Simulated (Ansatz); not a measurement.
# C4H7N: the cost of one run

Method: the levels named in each step, in Ansatz 0.2.0.

## 1. The starting structure

Bond lengths: C1–C2 1.197 Å, C2–C3 1.457 Å, C3–N4 1.456 Å, N4–C5 1.450 Å, C1–H6 1.049 Å, C3–H7 1.096 Å, C3–H8 1.096 Å, N4–H9 1.017 Å, C5–H10 1.089 Å, C5–H11 1.091 Å, C5–H12 1.100 Å. Angles (14 of 17 angles, heavy atoms first): C1–C2–C3 174.4°, C2–C3–N4 114.0°, C3–N4–C5 113.5°, C2–C1–H6 177.3°, C2–C3–H7 109.0°, C2–C3–H8 109.3°, N4–C3–H7 108.0°, N4–C3–H8 107.9°, C3–N4–H9 109.3°, C5–N4–H9 109.6°, N4–C5–H10 108.7°, N4–C5–H11 108.6°, N4–C5–H12 113.7°, H7–C3–H8 108.4°.

Structure file:

```xyz
12

C     2.1468    0.4529   -0.1797
C     1.1838   -0.1849    0.1357
C    -0.0596   -0.8904    0.4177
N    -1.2023   -0.4024   -0.3413
C    -1.5899    0.9508    0.0055
H     3.0177    0.9855   -0.4226
H     0.0722   -1.9533    0.1861
H    -0.2964   -0.7946    1.4833
H    -0.9926   -0.4537   -1.3346
H    -2.4287    1.2459   -0.6230
H    -1.9152    0.9631    1.0470
H    -0.7814    1.6866   -0.1136
```

## 2. A rough first relaxation, PBE-D4/def2-SVP

This run stands in another session on the same molecule. It ended at:

```xyz
12

C     2.2043    0.4602   -0.1528
C     1.1970   -0.1749    0.1309
C    -0.0601   -0.8975    0.3989
N    -1.2332   -0.4115   -0.3214
C    -1.6065    0.9589   -0.0057
H     3.1055    1.0092   -0.3883
H     0.0842   -1.9749    0.1614
H    -0.2761   -0.8581    1.4911
H    -1.0655   -0.5022   -1.3309
H    -2.4859    1.2516   -0.6141
H    -1.9087    1.0257    1.0619
H    -0.8006    1.7187   -0.1704
```

## 3. Relaxation, PBE0-D4/def2-TZVPP

This run stands in another session on the same molecule. It ended at:

```xyz
12

C     2.1710    0.4613   -0.1406
C     1.1766   -0.1594    0.1215
C    -0.0640   -0.8909    0.3939
N    -1.2329   -0.4140   -0.3194
C    -1.5866    0.9554   -0.0050
H     3.0566    1.0059   -0.3657
H     0.0872   -1.9470    0.1548
H    -0.2739   -0.8460    1.4676
H    -1.0766   -0.5091   -1.3141
H    -2.4555    1.2473   -0.5958
H    -1.8667    1.0215    1.0494
H    -0.7807    1.6804   -0.1860
```

## 4. Frequencies, PBE0-D4/def2-TZVPP

File input.yaml:

```yaml
crystal:
  periodic: [false, false, false]
  atoms:
    - { symbol: C, position_ang: [2.17102785, 0.46127338, -0.14063334] }
    - { symbol: C, position_ang: [1.17655285, -0.15938787, 0.12153843] }
    - { symbol: C, position_ang: [-0.06404634, -0.89085001, 0.39389836] }
    - { symbol: "N", position_ang: [-1.23289052, -0.41398575, -0.31941333] }
    - { symbol: C, position_ang: [-1.58655105, 0.95535704, -0.00501092] }
    - { symbol: H, position_ang: [3.0566323, 1.00585876, -0.36567427] }
    - { symbol: H, position_ang: [0.08715644, -1.94704838, 0.15476388] }
    - { symbol: H, position_ang: [-0.27394787, -0.84604366, 1.46759922] }
    - { symbol: H, position_ang: [-1.07661543, -0.50906664, -1.31409204] }
    - { symbol: H, position_ang: [-2.45554082, 1.24729286, -0.59576814] }
    - { symbol: H, position_ang: [-1.86674884, 1.02151094, 1.04941965] }
    - { symbol: H, position_ang: [-0.78070856, 1.68041933, -0.1860275] }
basis:
  gaussian: { orbitals: def2-TZVPP }
hamiltonian:
  xc: pbe0
  dispersion: d4
phonons: {}
```

Started as:

```sh
> ansatz run input.yaml --threads 4 --pin off --max-ram 10240MiB --backend cpu --events-out ev --progress --plain --runs-dir out
```

**Question.** How long does this run take on 4 threads of AMD EPYC 7R13 (Zen 3), shared host, and how much memory does it need?

About 3.1 min, with a peak of 0.73 GiB.
